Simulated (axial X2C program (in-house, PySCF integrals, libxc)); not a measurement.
# Nuclear properties of CPO

Computed with an in-house all-electron X2C program for linear molecules (integrals from PySCF): two-component X2C with atomic mean-field Coulomb and Gaunt terms, Gaussian nuclei, basis C dyall-v3z, P dyall-v3z, O dyall-av3z with contracted cores.

C–P–O held linear, with bonds 1.660 and 1.478 Å (near the PBE0 minimum at charge 0 of the determinant lowest at the starting distance; the state shown can have its own minimum elsewhere, held linear; other orders of the atoms were not compared).

Input and command:
```json
{"zs": [6, 15, 8], "q": 0, "bas": ["dyall-v3z", "dyall-v3z", "dyall-av3z"], "r0": [1.69, 1.59], "symm": 0, "scan": ["PBE0", "HF", "B3LYP"], "levels": ["PBE0", "HF", "r2SCAN"], "nst": 2}
```
```bash
python solin.py task.json out
```

Keys: zs atomic numbers; q charge; bas basis sets; r0 starting distance in Å; symm equal bonds; scan levels of the two-bond scan; levels methods; nst determinants followed.

Determinant lowest in the PBE0 search, Ω = 3/2 (⟨Sz⟩ = 0.50, ⟨Lz⟩ = 1.00 at PBE0), spin on the atoms C 0.31, P 0.11, O 0.08:

```csv
level,Eeff magnitude (GV/cm),Ws magnitude C (kHz),Ws magnitude P (kHz),Ws magnitude O (kHz),A∥/gI C (MHz),qzz C (a.u.),A∥/gI P (MHz),qzz P (a.u.),A∥/gI O (MHz),qzz O (a.u.),μ (D)
PBE0,0.0006,0.0001,0.000158,0.000152,37.2,0.05,57.3,-1.24,54.5,0.60,0.24
HF,0.197,0.000335,0.0478,0.00249,-2.47,0.01,-12,-1.82,63.2,0.62,0.07
r2SCAN,0.00306,3.84e-05,0.000729,0.000116,36.6,0.05,58.2,-1.08,55.2,0.56,0.33
```

Determinant 0.02 eV from it at PBE0 and this distance, Ω = 1/2 (⟨Sz⟩ = -0.50, ⟨Lz⟩ = 1.00 at PBE0), spin on the atoms C -0.30, P -0.11, O -0.09:

| level | Eeff magnitude (GV/cm) | Ws magnitude C (kHz) | Ws magnitude P (kHz) | Ws magnitude O (kHz) | A∥/gI C (MHz) | qzz C (a.u.) | A∥/gI P (MHz) | qzz P (a.u.) | A∥/gI O (MHz) | qzz O (a.u.) | μ (D) |
| --- | --- | --- | --- | --- | --- | --- | --- | --- | --- | --- | --- |
| PBE0 | 0.000452 | 0.000359 | 0.000431 | 0.000443 | 171 | 0.05 | 243 | -1.24 | 217 | 0.60 | 0.25 |
| HF | 0.033 | 0.000531 | 0.0242 | 0.0013 | 123 | 0.03 | 668 | -1.83 | 278 | 0.64 | 0.16 |
| r2SCAN | 0.00336 | 0.000155 | 0.00245 | 0.000353 | 158 | 0.05 | 254 | -1.09 | 219 | 0.56 | 0.34 |

Eeff is the effective electric field on the electron electric dipole moment in this Ω state and Ws the scalar–pseudoscalar constant of the nucleus named (defined with the proton number Z and per Ω); A∥ (defined per Ω) follows by multiplying with gI = μI/(I μN); qzz is the electric field gradient, eQq0 = 234.96 MHz × Q/barn × qzz; μ is positive if the O end (last atom) is positive. The operators were transformed with the bare-nucleus X2C matrices; with these basis sets, hyperfine constants and field gradients can be off by tens of per cent, and where levels differ in sign neither size nor sign is settled.

(1) With gI(17O) = -0.7575, Q(17O) = -0.02558 barn (g factors from the IAEA table of nuclear moments by Stone; Q from Pyykkö, Mol. Phys. 2018), turn the PBE0 values of the first state into constants in MHz.

The molecule was held linear; bending was not examined, so a bent shape may lie lower.

Each state is one determinant with collinear spin. Unrestricted Hartree–Fock can overshoot spin polarisation at the nuclei. In the state Ω = 3/2 the sign of Eeff differs between levels (HF against PBE0). In the state Ω = 1/2 the sign of Eeff differs between levels (HF against PBE0). Where Eeff spreads by more than a factor of two the levels disagree and none is to be relied on. The search compared states at one distance, so a state with another bond length can lie lower. The sign of Ws at P differs between levels in the first state. The sign of Ws at O differs between levels in the first state. The sign of Ws at C differs between levels in the second state. The sign of Ws at P differs between levels in the second state. The sign of Ws at O differs between levels in the second state. Where a field gradient or hyperfine factor spreads by more than a factor of two over the levels, a constant derived from it is not to be relied on. PBE0 term energies can be off by some tenths of an eV.

Answers

(1) A∥(17O) = 54.5 × -0.7575 = -41.3 MHz; eQq0(17O) = 234.96 × (-0.02558) × (0.60) = -3.61 MHz.
